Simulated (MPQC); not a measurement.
**One shape, several levels: PH3 (phosphine)**

Aim: a comparison of 4 runs (HF/def2-SVP, B3LYP/6-31G*, PBE/6-31G*, PBE0/def2-SVP) of PH3 (phosphine). 

Program for the calculation: MPQC 2.3.1.

3 further runs of the same task are left out: 1 that didn't finish, 2 set aside as unsound or not needed.

### 1 Starting point

PH3 has 4 atoms, charge 0, and is taken as a singlet. As SMILES, `P`. The coordinates come from a PBE0-D4/def2-TZVP relaxation.

Bond lengths: P1–H2 1.420 Å, P1–H3 1.420 Å, P1–H4 1.420 Å. Angles: H2–P1–H3 93.1°, H2–P1–H4 93.1°, H3–P1–H4 93.1°.

### 2 Energy and forces at HF/def2-SVP (run 1)

Contents of job.in:

```
% emacs should use -*- KeyVal -*- mode
molecule<Molecule>: (
  symmetry = c1
  unit = angstrom
  { atoms geometry } = {
    P  [ 0.346000      -0.326500      -0.332800 ]
    H  [ 0.630900      -0.034000       1.027000 ]
    H  [ -1.005500      -0.663000      -0.057200 ]
    H  [ 0.028700       1.023500      -0.636900 ]
  }
)
basis<GaussianBasisSet>: (
  name = "def2-SVP"
  molecule = $:molecule
  basisdir = "."
  puream = yes
)
mpqc: (
  checkpoint = no
  savestate = no
  restart = no
  do_energy = yes
  do_gradient = yes
  optimize = no
  mole<CLHF>: (
    molecule = $:molecule
    basis = $:basis
    total_charge = 0
    memory = 1000000000
    print_evals = yes
    print_npa = yes
    maxiter = 120
    value_accuracy = 1e-08
    guess_wavefunction<CLHF>: (
      molecule = $:molecule
      total_charge = 0
      memory = 1000000000
      value_accuracy = 1e-3
      basis<GaussianBasisSet>: (
        name = "MINI (Huzinaga)"
        molecule = $:molecule
      )
    )
  )
)
```

The basis set def2-SVP is read from a file made from the Basis Set Exchange's data (not shown).

Launch:

```bash
$ mpqc job.in > job.out
```

Standard output:

```text
MPQC: Massively Parallel Quantum Chemistry
[...]
  LUMO is    10   A =   0.179361
  total scf energy = -342.3635043050
[...]
Value of the MolecularEnergy: -342.3635043050
  Gradient of the MolecularEnergy:
      1    0.0071872691
      2   -0.0067702703
      3   -0.0069398940
      4   -0.0022765796
      5    0.0022353396
      6    0.0024743829
      7   -0.0025490661
      8    0.0021216836
      9    0.0022897804
     10   -0.0023616235
     11    0.0024132472
     12    0.0021757307
[...]
      symmetry = c1
[...]
```

It took 0.32 s on 1 thread of Arm Neoverse V1, shared host.

### 3 Energy and gradient at B3LYP/6-31G(d) (spherical functions) (run 2)

Contents of input.in:

```
% emacs should use -*- KeyVal -*- mode
molecule<Molecule>: (
    symmetry = c1
    unit = bohr
    { atoms geometry } = {
        P  [ 0.65384524  -0.61699558  -0.62890085 ]
        H  [ 1.19222821  -0.06425069   1.94074873 ]
        H  [ -1.90011962  -1.25288842  -0.10809233 ]
        H  [ 0.05423514   1.93413469  -1.20356657 ]
    }
)
basis<GaussianBasisSet>: (
    name = "6-31G*"
    molecule = $:molecule
    basisdir = "."
    puream = yes
)
mpqc: (
    checkpoint = no
    savestate = no
    restart = no
    do_energy = yes
    do_gradient = yes
    optimize = no
    mole<CLKS>: (
        molecule = $:molecule
        basis = $:basis
        total_charge = 0
        memory = 1000000000
        print_evals = yes
        print_npa = yes
        maxiter = 120
        value_accuracy = 1e-08
        functional<StdDenFunctional>: ( name = "B3LYP" )
        integrator<RadialAngularIntegrator>: ( grid = xfine )
        guess_wavefunction<CLHF>: (
            molecule = $:molecule
            total_charge = 0
            memory = 1000000000
            value_accuracy = 1e-3
            basis<GaussianBasisSet>: (
                name = "STO-3G"
                molecule = $:molecule
            )
        )
    )
)
```

The basis set 6-31G* is read from a file made from the Basis Set Exchange's data (not shown).

Launch:

```bash
$ mpqc input.in > input.out
```

Standard output:

```text
MPQC: Massively Parallel Quantum Chemistry
[...]
  Integrated electron density error = 0.000118814462
  iter     1 energy = -342.9979820929 delta = 3.09867e-01
  Integrated electron density error = 0.000048104524
  iter     2 energy = -343.1322111344 delta = 6.16567e-02
[...]
  Integrated electron density error = 0.000000009811
  iter     7 energy = -343.1377750351 delta = 9.90949e-06
  Integrated electron density error = 0.000000009871
  iter     8 energy = -343.1377750354 delta = 1.69329e-06
  Integrated electron density error = 0.000000009873
  iter     9 energy = -343.1377750354 delta = 7.61802e-08
[...]
  LUMO is    10   A =   0.032529
  total scf energy = -343.1377750354
[...]
  Integrated electron density error = 0.000000008720
  Total Gradient:
[...]
Value of the MolecularEnergy: -343.1377750354
  Gradient of the MolecularEnergy:
      1   -0.0012367898
      2    0.0011791369
      3    0.0011650131
      4   -0.0007885218
      5   -0.0001614826
      6   -0.0018485642
      7    0.0018344570
      8    0.0008384677
      9   -0.0001149644
     10    0.0001908546
     11   -0.0018561220
     12    0.0007985155
[...]
        symmetry = c1
[...]
```

Run time: 3.9 s. Hardware: 1 thread of Arm Neoverse V1, shared host.

### 4 Energy and forces at PBE/6-31G(d) (spherical functions) (run 3)

Contents of run.in:

```
molecule<Molecule>: (
    symmetry = c1
    unit = angstrom
    { atoms geometry } = {
        P  [ 0.346000    -0.326500    -0.332800 ]
        H  [ 0.630900    -0.034000     1.027000 ]
        H  [ -1.005500    -0.663000    -0.057200 ]
        H  [ 0.028700     1.023500    -0.636900 ]
    }
)
basis<GaussianBasisSet>: (
    name = "6-31G*"
    molecule = $:molecule
    basisdir = "."
    puream = yes
)
mpqc: (
    checkpoint = no
    savestate = no
    restart = no
    do_energy = yes
    do_gradient = yes
    optimize = no
    mole<CLKS>: (
        molecule = $:molecule
        basis = $:basis
        total_charge = 0
        memory = 1000000000
        print_evals = yes
        print_npa = yes
        maxiter = 120
        value_accuracy = 1e-08
        functional<StdDenFunctional>: ( name = "PBE" )
        integrator<RadialAngularIntegrator>: ( grid = xfine )
        guess_wavefunction<CLHF>: (
            molecule = $:molecule
            total_charge = 0
            memory = 1000000000
            value_accuracy = 1e-3
            basis<GaussianBasisSet>: (
                name = "STO-3G"
                molecule = $:molecule
            )
        )
    )
)
```

The basis set 6-31G* is read from a file made from the Basis Set Exchange's data (not shown).

Launch:

```bash
$ mpqc run.in > run.out
```

Standard output:

```text
MPQC: Massively Parallel Quantum Chemistry
[...]
  Integrated electron density error = 0.000118814589
  iter     1 energy = -342.8049431922 delta = 3.09867e-01
  Integrated electron density error = 0.000060675558
  iter     2 energy = -342.9361957487 delta = 6.69872e-02
[...]
  Integrated electron density error = 0.000000009452
  iter    11 energy = -342.9444659733 delta = 4.01461e-08
  Integrated electron density error = 0.000000009453
  iter    12 energy = -342.9444659733 delta = 4.43747e-08
  Integrated electron density error = 0.000000009453
  iter    13 energy = -342.9444659733 delta = 1.88681e-08
[...]
  LUMO is    10   A =   0.006882
  total scf energy = -342.9444659733
[...]
  Integrated electron density error = 0.000000008204
  Total Gradient:
[...]
Value of the MolecularEnergy: -342.9444659733
  Gradient of the MolecularEnergy:
      1   -0.0069277008
      2    0.0065495884
      3    0.0066397968
      4   -0.0009020506
      5   -0.0015665293
      6   -0.0061419827
      7    0.0061302865
      8    0.0011286408
      9   -0.0014871159
     10    0.0016994648
     11   -0.0061116999
     12    0.0009893017
[...]
        symmetry = c1
[...]
```

Run time: 6.3 s. Hardware: 1 thread of Arm Neoverse V1, shared host.

### 5 Energy and forces at PBE0/def2-SVP (run 4)

Contents of run.in:

```
% emacs should use -*- KeyVal -*- mode
molecule<Molecule>: (
   symmetry = c1
   unit = angstrom
   { atoms geometry } = {
      P  [ 0.346000      -0.326500      -0.332800 ]
      H  [ 0.630900      -0.034000       1.027000 ]
      H  [ -1.005500      -0.663000      -0.057200 ]
      H  [ 0.028700       1.023500      -0.636900 ]
   }
)
basis<GaussianBasisSet>: (
   name = "def2-SVP"
   molecule = $:molecule
   basisdir = "."
   puream = yes
)
mpqc: (
   checkpoint = no
   savestate = no
   restart = no
   do_energy = yes
   do_gradient = yes
   optimize = no
   mole<CLKS>: (
      molecule = $:molecule
      basis = $:basis
      total_charge = 0
      memory = 1000000000
      print_evals = yes
      print_npa = yes
      maxiter = 120
      value_accuracy = 1e-08
      functional<SumDenFunctional>: (
         a0 = 0.25
         coefs = [ 0.75 1 ]
         funcs: [ <PBEXFunctional>: () <PBECFunctional>: () ]
      )
      integrator<RadialAngularIntegrator>: ( grid = xfine )
      guess_wavefunction<CLHF>: (
         molecule = $:molecule
         total_charge = 0
         memory = 1000000000
         value_accuracy = 1e-3
         basis<GaussianBasisSet>: (
            name = "MINI (Huzinaga)"
            molecule = $:molecule
         )
      )
   )
)
```

The basis set def2-SVP is read from a file made from the Basis Set Exchange's data (not shown).

Launch:

```bash
$ mpqc run.in > run.out
```

Standard output:

```text
MPQC: Massively Parallel Quantum Chemistry
[...]
  Integrated electron density error = -0.000314413639
  iter     1 energy = -342.7094605840 delta = 2.22881e-01
  Integrated electron density error = 0.000049029468
  iter     2 energy = -342.8777514944 delta = 3.25868e-02
[...]
  Integrated electron density error = 0.000000007413
  iter     8 energy = -342.8959782021 delta = 9.80203e-07
  Integrated electron density error = 0.000000007413
  iter     9 energy = -342.8959782021 delta = 2.11917e-07
  Integrated electron density error = 0.000000007411
  iter    10 energy = -342.8959782021 delta = 9.54427e-08
[...]
  LUMO is    10   A =   0.047685
  total scf energy = -342.8959782021
[...]
  Integrated electron density error = 0.000000008767
  Total Gradient:
[...]
Value of the MolecularEnergy: -342.8959782021
  Gradient of the MolecularEnergy:
      1   -0.0035466190
      2    0.0033588247
      3    0.0033874280
      4   -0.0007205003
      5   -0.0007533144
      6   -0.0034516647
      7    0.0034423349
      8    0.0008390265
      9   -0.0006980300
     10    0.0008247844
     11   -0.0034445368
     12    0.0007622667
[...]
        symmetry = c1
[...]
```

Run time: 6.9 s. Hardware: 1 thread of Arm Neoverse V1, shared host.

### 6 All runs side by side

| run | level | starting guess | integration grid | energy (Eh) | HOMO energy (eV) | LUMO energy (eV) | HOMO–LUMO gap (eV) | wall time |
| --- | --- | --- | --- | --- | --- | --- | --- | --- |
| 1 | HF/def2-SVP | MINI (Huzinaga) | – | -342.363504 | -10.55 | 4.88 | 15.43 | 0.32 s |
| 2 | B3LYP/6-31G* (spherical functions) | STO-3G | xfine | -343.137775 | -7.51 | 0.89 | 8.40 | 3.9 s |
| 3 | PBE/6-31G* (spherical functions) | STO-3G | xfine | -342.944466 | -6.53 | 0.19 | 6.72 | 6.3 s |
| 4 | PBE0/def2-SVP | MINI (Huzinaga) | xfine | -342.895978 | -7.75 | 1.30 | 9.05 | 6.9 s |

### 7 Summary of results

| quantity | value |
| --- | --- |
| run 4: total energy | -342.89598 Eh |
| run 4: HOMO energy | -7.75 eV |
| run 4: LUMO energy | 1.30 eV |
| run 4: HOMO–LUMO gap | 9.05 eV |
| run 4: largest force on an atom | 0.306 eV/Å |

What this shows: The HOMO–LUMO gap runs from 6.72 eV (PBE/6-31G*) to 15.43 eV (HF/def2-SVP). The two ends differ in method and basis. Totals of different functionals can't be ranked against each other. All runs together took 17 s, the longest 6.9 s.
